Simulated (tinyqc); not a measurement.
Inside a calculation (part 1 of 2). Method: CCD on RHF in the sto-6g basis, for H2O, spin multiplicity 1. Computed by tinyqc, a small Python program that keeps every step (integrals from PySCF). Settings: charge = 0, multiplicity = 1, basis = sto-6g, method = RHF, energy threshold = 1e-10, iteration cap = 66, orthogonalisation = symmetric, start = core, DIIS depth = 6, amplitude equations = CCD, DIIS depth for amplitudes = 6, cap on updates = 69. Command: `OMP_NUM_THREADS=1 python tinyqc.py 27819 27820 out.jsonl` (the two numbers bound the seeds that draw the settings). One thread of a shared host (Intel(R) Xeon(R) Processor @ 2.60GHz), about 0.2 s of CPU time with the checks. The early iterations of the SCF are left out here.

## One-electron integrals

Geometry (angstrom):
```
atom        x         y        z
O     0.00000   0.00000  0.00000
H     0.00000   0.84700  0.58500
H     0.00000  -0.84700  0.58500
```

Basis sto-6g: exponents (1/bohr^2) and contraction coefficients of normalised primitives:
```
element  l (shell)    exponent  coefficient
O            s (1)  1355.58423      0.00916
O            s (1)   248.54489      0.04936
O            s (1)    69.53390      0.16854
O            s (1)    23.88677      0.37056
O            s (1)     9.27593      0.41649
O            s (1)     3.82034      0.13033
O            s (2)    52.18776     -0.01325
O            s (2)    10.32932     -0.04699
O            s (2)     3.21034     -0.03379
O            s (2)     1.23514      0.25024
O            s (2)     0.53642      0.59512
O            s (2)     0.24588      0.24071
O            p (3)    52.18776      0.00376
O            p (3)    10.32932      0.03768
O            p (3)     3.21034      0.17390
O            p (3)     1.23514      0.41804
O            p (3)     0.53642      0.42586
O            p (3)     0.24588      0.10171
H            s (1)    35.52322      0.00916
H            s (1)     6.51314      0.04936
H            s (1)     1.82214      0.16854
H            s (1)     0.62596      0.37056
H            s (1)     0.24308      0.41649
H            s (1)     0.10011      0.13033
```

Overlap, kinetic and nuclear-attraction integrals over the contracted functions; the nuclear repulsion is the sum of Za Zb / Rab.

nuclear repulsion = 8.5375209 hartree

overlap S:
```
          1O 1s    1O 2s   1O 2px    1O 2py   1O 2pz    2H 1s     3H 1s
1O 1s   1.00000  0.23114  0.00000   0.00000  0.00000  0.04696   0.04696
1O 2s   0.23114  1.00000  0.00000   0.00000  0.00000  0.43078   0.43078
1O 2px  0.00000  0.00000  1.00000   0.00000  0.00000  0.00000   0.00000
1O 2py  0.00000  0.00000  0.00000   1.00000  0.00000  0.30174  -0.30174
1O 2pz  0.00000  0.00000  0.00000   0.00000  1.00000  0.20840   0.20840
2H 1s   0.04696  0.43078  0.00000   0.30174  0.20840  1.00000   0.19302
3H 1s   0.04696  0.43078  0.00000  -0.30174  0.20840  0.19302   1.00000
```

kinetic energy T (hartree):
```
           1O 1s     1O 2s   1O 2px    1O 2py   1O 2pz     2H 1s     3H 1s
1O 1s   29.32720  -0.89602  0.00000   0.00000  0.00000  -0.00459  -0.00459
1O 2s   -0.89602   0.84262  0.00000   0.00000  0.00000   0.09579   0.09579
1O 2px   0.00000   0.00000  2.53131   0.00000  0.00000   0.00000   0.00000
1O 2py   0.00000   0.00000  0.00000   2.53131  0.00000   0.18922  -0.18922
1O 2pz   0.00000   0.00000  0.00000   0.00000  2.53131   0.13069   0.13069
2H 1s   -0.00459   0.09579  0.00000   0.18922  0.13069   0.76852  -0.00406
3H 1s   -0.00459   0.09579  0.00000  -0.18922  0.13069  -0.00406   0.76852
```

nuclear attraction V (hartree):
```
            1O 1s      1O 2s    1O 2px     1O 2py     1O 2pz     2H 1s     3H 1s
1O 1s   -62.28646   -6.38893   0.00000    0.00000   -0.01614  -1.48560  -1.48560
1O 2s    -6.38893  -10.01961   0.00000    0.00000   -0.18370  -3.38843  -3.38843
1O 2px    0.00000    0.00000  -9.94838    0.00000    0.00000   0.00000   0.00000
1O 2py    0.00000    0.00000   0.00000  -10.09222    0.00000  -2.11269   2.11269
1O 2pz   -0.01614   -0.18370   0.00000    0.00000  -10.01700  -1.51077  -1.51077
2H 1s    -1.48560   -3.38843   0.00000   -2.11269   -1.51077  -5.55127  -1.19544
3H 1s    -1.48560   -3.38843   0.00000    2.11269   -1.51077  -1.19544  -5.55127
```

core Hamiltonian H = T + V (hartree):
```
            1O 1s     1O 2s    1O 2px    1O 2py    1O 2pz     2H 1s     3H 1s
1O 1s   -32.95926  -7.28496   0.00000   0.00000  -0.01614  -1.49020  -1.49020
1O 2s    -7.28496  -9.17699   0.00000   0.00000  -0.18370  -3.29264  -3.29264
1O 2px    0.00000   0.00000  -7.41707   0.00000   0.00000   0.00000   0.00000
1O 2py    0.00000   0.00000   0.00000  -7.56092   0.00000  -1.92348   1.92348
1O 2pz   -0.01614  -0.18370   0.00000   0.00000  -7.48569  -1.38008  -1.38008
2H 1s    -1.49020  -3.29264   0.00000  -1.92348  -1.38008  -4.78275  -1.19950
3H 1s    -1.49020  -3.29264   0.00000   1.92348  -1.38008  -1.19950  -4.78275
```

## Two-electron integrals

Functions are numbered as in S; the eight-fold symmetry (ij|kl) = (ji|kl) = (kl|ij) leaves the list below.

Two-electron integrals (ij|kl) in chemists' order, unique and non-zero (hartree):
```
(11|11) 4.78749    (21|11) 0.67588    (21|21) 0.12150    (22|11) 1.11738
(22|21) 0.24921    (22|22) 0.81738    (31|31) 0.02576    (32|31) 0.03914
(32|32) 0.18066    (33|11) 1.11738    (33|21) 0.24921    (33|22) 0.81738
(33|33) 0.88066    (41|41) 0.02576    (42|41) 0.03914    (42|42) 0.18066
(43|43) 0.04746    (44|11) 1.11738    (44|21) 0.24921    (44|22) 0.81738
(44|33) 0.78574    (44|44) 0.88066    (51|51) 0.02576    (52|51) 0.03914
(52|52) 0.18066    (53|53) 0.04746    (54|54) 0.04746    (55|11) 1.11738
(55|21) 0.24921    (55|22) 0.81738    (55|33) 0.78574    (55|44) 0.78574
(55|55) 0.88066    (61|11) 0.14642    (61|21) 0.02523    (61|22) 0.05061
(61|33) 0.05051    (61|41) 0.00102    (61|42) 0.00198    (61|44) 0.05073
(61|51) 0.00070    (61|52) 0.00137    (61|54) 0.00015    (61|55) 0.05061
(61|61) 0.00534    (62|11) 0.35604    (62|21) 0.08052    (62|22) 0.29242
(62|33) 0.28756    (62|41) 0.00530    (62|42) 0.03916    (62|44) 0.29743
(62|51) 0.00366    (62|52) 0.02704    (62|54) 0.00682    (62|55) 0.29227
(62|61) 0.01681    (62|62) 0.13018    (63|31) 0.00894    (63|32) 0.05035
(63|43) 0.00808    (63|53) 0.00558    (63|63) 0.01840    (64|11) 0.21156
(64|21) 0.04852    (64|22) 0.18796    (64|33) 0.17950    (64|41) 0.01174
(64|42) 0.07412    (64|44) 0.20191    (64|51) 0.00193    (64|52) 0.01641
(64|54) 0.00990    (64|55) 0.18248    (64|61) 0.01059    (64|62) 0.10174
(64|64) 0.09706    (65|11) 0.14612    (65|21) 0.03351    (65|22) 0.12982
(65|33) 0.12397    (65|41) 0.00193    (65|42) 0.01641    (65|44) 0.12830
(65|51) 0.01028    (65|52) 0.06169    (65|54) 0.01106    (65|55) 0.13719
(65|61) 0.00732    (65|62) 0.07027    (65|64) 0.05433    (65|65) 0.05593
(66|11) 0.49945    (66|21) 0.11506    (66|22) 0.47789    (66|33) 0.45883
(66|41) 0.00983    (66|42) 0.09922    (66|44) 0.49754    (66|51) 0.00679
(66|52) 0.06853    (66|54) 0.02674    (66|55) 0.47730    (66|61) 0.02427
(66|62) 0.26959    (66|64) 0.24055    (66|65) 0.16614    (66|66) 0.77500
(71|11) 0.14642    (71|21) 0.02523    (71|22) 0.05061    (71|33) 0.05051
(71|41) -0.00102   (71|42) -0.00198   (71|44) 0.05073    (71|51) 0.00070
(71|52) 0.00137    (71|54) -0.00015   (71|55) 0.05061    (71|61) 0.00525
(71|62) 0.01620    (71|64) 0.00930    (71|65) 0.00705    (71|66) 0.02307
(71|71) 0.00534    (72|11) 0.35604    (72|21) 0.08052    (72|22) 0.29242
(72|33) 0.28756    (72|41) -0.00530   (72|42) -0.03916   (72|44) 0.29743
(72|51) 0.00366    (72|52) 0.02704    (72|54) -0.00682   (72|55) 0.29227
(72|61) 0.01620    (72|62) 0.10367    (72|64) 0.05613    (72|65) 0.05432
(72|66) 0.17378    (72|71) 0.01681    (72|72) 0.13018    (73|31) 0.00894
(73|32) 0.05035    (73|43) -0.00808   (73|53) 0.00558    (73|63) 0.01413
(73|73) 0.01840    (74|11) -0.21156   (74|21) -0.04852   (74|22) -0.18796
(74|33) -0.17950   (74|41) 0.01174    (74|42) 0.07412    (74|44) -0.20191
(74|51) -0.00193   (74|52) -0.01641   (74|54) 0.00990    (74|55) -0.18248
(74|61) -0.00930   (74|62) -0.05613   (74|64) -0.01686   (74|65) -0.02878
(74|66) -0.08449   (74|71) -0.01059   (74|72) -0.10174   (74|74) 0.09706
(75|11) 0.14612    (75|21) 0.03351    (75|22) 0.12982    (75|33) 0.12397
(75|41) -0.00193   (75|42) -0.01641   (75|44) 0.12830    (75|51) 0.01028
(75|52) 0.06169    (75|54) -0.01106   (75|55) 0.13719    (75|61) 0.00705
(75|62) 0.05432    (75|64) 0.02878    (75|65) 0.04212    (75|66) 0.09939
(75|71) 0.00732    (75|72) 0.07027    (75|74) -0.05433   (75|75) 0.05593
(76|11) 0.11981    (76|21) 0.02734    (76|22) 0.10690    (76|33) 0.10462
(76|44) 0.10687    (76|51) 0.00200    (76|52) 0.01725    (76|55) 0.10919
(76|61) 0.00563    (76|62) 0.04640    (76|64) 0.03140    (76|65) 0.02818
(76|66) 0.09772    (76|71) 0.00563    (76|72) 0.04640    (76|74) -0.03140
(76|75) 0.02818    (76|76) 0.02022    (77|11) 0.49945    (77|21) 0.11506
(77|22) 0.47789    (77|33) 0.45883    (77|41) -0.00983   (77|42) -0.09922
(77|44) 0.49754    (77|51) 0.00679    (77|52) 0.06853    (77|54) -0.02674
(77|55) 0.47730    (77|61) 0.02307    (77|62) 0.17378    (77|64) 0.08449
(77|65) 0.09939    (77|66) 0.30919    (77|71) 0.02427    (77|72) 0.26959
(77|74) -0.24055   (77|75) 0.16614    (77|76) 0.09772    (77|77) 0.77500
```

## Orthogonalisation

S = U s U^T; symmetric (Loewdin) form X = U s^(-1/2) U^T, so that X^T S X = 1.

eigenvalues of S: 0.39017  0.46599  0.89300  1.00000  1.08636  1.34098  1.82349

X:
```
           1O 1s     1O 2s   1O 2px    1O 2py    1O 2pz     2H 1s     3H 1s
1O 1s    1.02261  -0.13569  0.00000   0.00000  -0.00760   0.01891   0.01891
1O 2s   -0.13569   1.19845  0.00000   0.00000   0.08424  -0.25928  -0.25928
1O 2px   0.00000   0.00000  1.00000   0.00000   0.00000   0.00000   0.00000
1O 2py   0.00000   0.00000  0.00000   1.09790   0.00000  -0.20737   0.20737
1O 2pz  -0.00760   0.08424  0.00000   0.00000   1.03996  -0.12339  -0.12339
2H 1s    0.01891  -0.25928  0.00000  -0.20737  -0.12339   1.16433  -0.06623
3H 1s    0.01891  -0.25928  0.00000   0.20737  -0.12339  -0.06623   1.16433
```

## Iteration 8 (converged): orbitals

converged F (hartree):
```
            1O 1s     1O 2s    1O 2px    1O 2py    1O 2pz     2H 1s     3H 1s
1O 1s   -20.50075  -4.96220   0.00000   0.00000  -0.02668  -1.01589  -1.01589
1O 2s    -4.96220  -2.31644   0.00000   0.00000  -0.09212  -0.89422  -0.89422
1O 2px    0.00000   0.00000  -0.38854   0.00000   0.00000   0.00000   0.00000
1O 2py    0.00000   0.00000   0.00000  -0.28131   0.00000  -0.38881   0.38881
1O 2pz   -0.02668  -0.09212   0.00000   0.00000  -0.31193  -0.32327  -0.32327
2H 1s    -1.01589  -0.89422   0.00000  -0.38881  -0.32327  -0.48634  -0.29129
3H 1s    -1.01589  -0.89422   0.00000   0.38881  -0.32327  -0.29129  -0.48634
```

Diagonalise F' = X^T F X, C = X C', fill 5 alpha and 5 beta electrons from the bottom; D = 2 C_occ C_occ^T. Each column has its largest component positive (the first on a tie).

F' = X^T F X (hartree):
```
           1         2         3         4         5         6         7
1  -20.17342  -2.50592   0.00000   0.00000  -0.04548  -0.15963  -0.15963
2   -2.50592  -1.21868   0.00000   0.00000   0.10471  -0.46115  -0.46115
3    0.00000   0.00000  -0.38854   0.00000   0.00000   0.00000   0.00000
4    0.00000   0.00000   0.00000  -0.00177   0.00000  -0.44492   0.44492
5   -0.04548   0.10471   0.00000   0.00000  -0.18872  -0.29923  -0.29923
6   -0.15963  -0.46115   0.00000  -0.44492  -0.29923  -0.00049  -0.07781
7   -0.15963  -0.46115   0.00000   0.44492  -0.29923  -0.07781  -0.00049
```

orbital energies (hartree): MO1 -20.50384, MO2 -1.23589, MO3 -0.59267, MO4 -0.43501, MO5 -0.38854, MO6 0.51562, MO7 0.66823

coefficients C:
```
             MO1       MO2       MO3       MO4      MO5       MO6       MO7
1O 1s    0.99674  -0.22483   0.00000   0.08824  0.00000  -0.11440   0.00000
1O 2s    0.01508   0.86442   0.00000  -0.49094  0.00000   0.77960   0.00000
1O 2px   0.00000   0.00000   0.00000   0.00000  1.00000   0.00000   0.00000
1O 2py   0.00000   0.00000   0.59955   0.00000  0.00000   0.00000   0.96537
1O 2pz   0.00266   0.10093   0.00000   0.78172  0.00000   0.70559   0.00000
2H 1s   -0.00327   0.14932   0.44451   0.29897  0.00000  -0.75764  -0.77625
3H 1s   -0.00327   0.14932  -0.44451   0.29897  0.00000  -0.75764   0.77625
```

D after iteration 8:
```
           1O 1s     1O 2s   1O 2px    1O 2py    1O 2pz     2H 1s     3H 1s
1O 1s    2.10366  -0.44528  0.00000   0.00000   0.09789  -0.02090  -0.02090
1O 2s   -0.44528   1.97696  0.00000   0.00000  -0.59298  -0.03549  -0.03549
1O 2px   0.00000   0.00000  2.00000   0.00000   0.00000   0.00000   0.00000
1O 2py   0.00000   0.00000  0.00000   0.71891   0.00000   0.53300  -0.53300
1O 2pz   0.09789  -0.59298  0.00000   0.00000   1.24255   0.49755   0.49755
2H 1s   -0.02090  -0.03549  0.00000   0.53300   0.49755   0.61856  -0.17178
3H 1s   -0.02090  -0.03549  0.00000  -0.53300   0.49755  -0.17178   0.61856
```

## Convergence

Stop when the energy changes by less than 1e-10 hartree and every element of the error matrix X^T (F D S - S D F) X is below 3e-06.

Course of the cycle:
```
iteration  E (hartree)     change  largest element of the error matrix
1          -73.9932186          -                             6.31e-01
2          -75.6324290  -1.64e+00                             1.47e-01
3          -75.6699313  -3.75e-02                             3.31e-02
4          -75.6716068  -1.68e-03                             4.90e-03
5          -75.6717021  -9.53e-05                             1.57e-03
6          -75.6717106  -8.52e-06                             1.14e-04
7          -75.6717106  -3.53e-08                             9.44e-08
8          -75.6717106  -2.84e-14                             6.28e-10
```

PySCF RHF in the same basis = -75.6717106 hartree

Converged in 8 iterations.

## Integrals over molecular orbitals

(pq|rs) = sum C_ip C_jq C_kr C_ls (ij|kl), one index at a time.

one-electron integrals over orbitals h = C^T H C (hartree):
```
           1         2         3         4         5         6         7
1  -32.94613   0.57361   0.00000  -0.21703   0.00000   0.29816   0.00000
2    0.57361  -7.64921   0.00000   0.48801   0.00000  -1.32834   0.00000
3    0.00000   0.00000  -6.18425   0.00000   0.00000   0.00000  -1.76378
4   -0.21703   0.48801   0.00000  -6.85661   0.00000  -1.16250   0.00000
5    0.00000   0.00000   0.00000   0.00000  -7.41707   0.00000   0.00000
6    0.29816  -1.32834   0.00000  -1.16250   0.00000  -5.28983   0.00000
7    0.00000   0.00000  -1.76378   0.00000   0.00000   0.00000  -5.59899
```

Two-electron integrals over orbitals (pq|rs), unique and non-zero (hartree):
```
(11|11) 4.76249    (21|11) -0.43326   (21|21) 0.06365    (22|11) 1.02579
(22|21) -0.01535   (22|22) 0.72505    (31|31) 0.01078    (32|31) 0.01695
(32|32) 0.13796    (33|11) 0.77709    (33|21) -0.00422   (33|22) 0.62808
(33|33) 0.61199    (41|11) 0.17447    (41|21) -0.02335   (41|22) 0.01392
(41|33) 0.00542    (41|41) 0.02743    (42|11) -0.14035   (42|21) 0.00893
(42|22) -0.01149   (42|33) 0.00506    (42|41) 0.01945    (42|42) 0.12924
(43|31) -0.00268   (43|32) 0.02527    (43|43) 0.05006    (44|11) 0.98421
(44|21) -0.01227   (44|22) 0.67709    (44|33) 0.58394    (44|41) -0.01068
(44|42) -0.10236   (44|44) 0.75484    (51|51) 0.02669    (52|51) 0.03278
(52|52) 0.14815    (53|53) 0.02736    (54|51) -0.01222   (54|52) -0.04391
(54|54) 0.05177    (55|11) 1.11709    (55|21) -0.01141   (55|22) 0.75268
(55|33) 0.61376    (55|41) 0.00430    (55|42) -0.07279   (55|44) 0.71739
(55|55) 0.88066    (61|11) -0.23469   (61|21) 0.03668    (61|22) -0.00297
(61|33) 0.00019    (61|41) 1.16e-05   (61|42) 0.02052    (61|44) -0.01710
(61|55) -0.00566   (61|61) 0.03079    (62|11) 0.29997    (62|21) -0.00757
(62|22) 0.13850    (62|33) 0.06889    (62|41) 0.01861    (62|42) 0.02628
(62|44) 0.08182    (62|55) 0.15265    (62|61) 0.00679    (62|62) 0.09814
(63|31) 0.00265    (63|32) -0.04344   (63|43) -0.03436   (63|63) 0.07790
(64|11) 0.23399    (64|21) -0.00202   (64|22) 0.10944    (64|33) 0.04380
(64|41) 0.00249    (64|42) -0.03297   (64|44) 0.12502    (64|55) 0.12837
(64|61) 0.00027    (64|62) 0.06341    (64|64) 0.07773    (65|51) 0.01483
(65|52) 0.05653    (65|54) 0.00179    (65|65) 0.03635    (66|11) 0.78540
(66|21) -0.00754   (66|22) 0.59780    (66|33) 0.55823    (66|41) 0.01969
(66|42) 0.05537    (66|44) 0.54373    (66|55) 0.57801    (66|61) 0.00779
(66|62) 0.09161    (66|64) 0.04624    (66|66) 0.58619    (71|31) 0.01527
(71|32) 0.02262    (71|43) -0.00394   (71|63) 0.00337    (71|71) 0.02168
(72|31) 0.01442    (72|32) 0.04911    (72|43) -0.03046   (72|63) 0.03225
(72|71) 0.01945    (72|72) 0.06554    (73|11) 0.36920    (73|21) -0.00692
(73|22) 0.15534    (73|33) 0.09030    (73|41) -0.00058   (73|42) -0.07360
(73|44) 0.15692    (73|55) 0.19731    (73|61) -0.00592   (73|62) 0.07483
(73|64) 0.08582    (73|66) 0.04007    (73|73) 0.15412    (74|31) -0.00858
(74|32) -0.07293   (74|43) -0.00424   (74|63) 0.05038    (74|71) -0.01195
(74|72) -0.01755   (74|74) 0.06733    (75|53) 0.02393    (75|75) 0.02517
(76|31) 0.00875    (76|32) 0.09555    (76|43) 0.05513    (76|63) -0.07108
(76|71) 0.01181    (76|72) -0.00462   (76|74) -0.05886   (76|76) 0.11864
(77|11) 0.86446    (77|21) -0.00908   (77|22) 0.61907    (77|33) 0.59700
(77|41) 0.00355    (77|42) -0.01851   (77|44) 0.59892    (77|55) 0.62109
(77|61) -0.00464   (77|62) 0.06745    (77|64) 0.04620    (77|66) 0.55736
(77|73) 0.09937    (77|77) 0.61167
```

## CCD: starting amplitudes

t_ij^ab = <ij||ab> / (e_i + e_j - e_a - e_b), whose energy is MP2.

Starting amplitudes (spin orbitals 1a, 1b, ...; amplitudes related by a flip of all spins are not repeated; the 24 largest):
```
from      to         t
3a 3b  7a 7b  -0.06111
4a 4b  6a 6b  -0.04088
3a 4b  6b 7a   0.03881
3a 3b  6a 6b  -0.03514
4a 4b  7a 7b  -0.03052
2a 2b  6a 6b  -0.02802
2a 3b  6a 7b  -0.02484
2a 4b  6a 6b  -0.02347
3a 4b  6a 7b  -0.02278
5a 5b  6a 6b  -0.02010
2a 2b  7a 7b  -0.01721
3a 4a  6a 7a   0.01602
2a 3a  6a 7a  -0.01414
5a 5b  7a 7b  -0.01191
2a 3b  6b 7a   0.01071
2a 4b  7a 7b   0.00583
1a 2b  7a 7b  -0.00084
1a 1b  6a 6b  -0.00073
1a 4b  7a 7b   0.00054
1a 1b  7a 7b  -0.00051
1a 3a  6a 7a   0.00042
1a 2b  6a 6b  -0.00030
1a 3b  6a 7b   0.00027
1a 3b  6b 7a   0.00015
```

correlation energy = -0.0412777 hartree

## CCD: amplitude update 1

t_ij^ab D_ij^ab are set to the remaining terms of the spin-orbital equations, evaluated with the old amplitudes; for the doubles these are <ij||ab> + 1/2 <ab||ef> t_ij^ef + 1/2 <mn||ij> t_mn^ab + P(ij)P(ab) <mb||ej> t_im^ae + terms in t^2, D the orbital-energy denominators.

Amplitudes after update 1 (spin orbitals 1a, 1b, ...; amplitudes related by a flip of all spins are not repeated; the 24 largest):
```
from      to         t
3a 3b  7a 7b  -0.07744
4a 4b  6a 6b  -0.05216
3a 4b  6b 7a   0.05051
3a 3b  6a 6b  -0.04787
4a 4b  7a 7b  -0.04005
3a 4b  6a 7b  -0.03441
2a 4b  6a 6b  -0.03277
2a 2b  6a 6b  -0.03166
2a 3b  6a 7b  -0.03126
5a 5b  6a 6b  -0.02477
2a 2b  7a 7b  -0.01896
2a 3b  6b 7a   0.01720
3a 4a  6a 7a   0.01610
2a 3a  6a 7a  -0.01406
5a 5b  7a 7b  -0.01297
2a 4b  7a 7b   0.00530
1a 2b  7a 7b  -0.00080
1a 1b  6a 6b  -0.00063
1a 4b  7a 7b   0.00048
1a 1b  7a 7b  -0.00043
1a 3a  6a 7a   0.00042
1a 2b  6a 6b  -0.00026
1a 3b  6a 7b   0.00022
1a 3b  6b 7a   0.00020
```

correlation energy = -0.0526834 hartree

## CCD: amplitude update 2

As before.

Amplitudes after update 2 (spin orbitals 1a, 1b, ...; amplitudes related by a flip of all spins are not repeated; the 24 largest):
```
from      to         t
3a 3b  7a 7b  -0.08258
4a 4b  6a 6b  -0.05645
3a 4b  6b 7a   0.05438
3a 3b  6a 6b  -0.05251
4a 4b  7a 7b  -0.04329
3a 4b  6a 7b  -0.03980
2a 4b  6a 6b  -0.03626
2a 3b  6a 7b  -0.03289
2a 2b  6a 6b  -0.03209
5a 5b  6a 6b  -0.02618
2a 3b  6b 7a   0.02000
2a 2b  7a 7b  -0.01886
3a 4a  6a 7a   0.01458
2a 3a  6a 7a  -0.01289
5a 5b  7a 7b  -0.01262
2a 4b  7a 7b   0.00459
1a 2b  7a 7b  -0.00078
1a 1b  6a 6b  -0.00063
1a 4b  7a 7b   0.00046
1a 1b  7a 7b  -0.00042
1a 3a  6a 7a   0.00042
1a 2b  6a 6b  -0.00025
1a 3b  6b 7a   0.00022
1a 3b  6a 7b   0.00020
```

correlation energy = -0.0563068 hartree
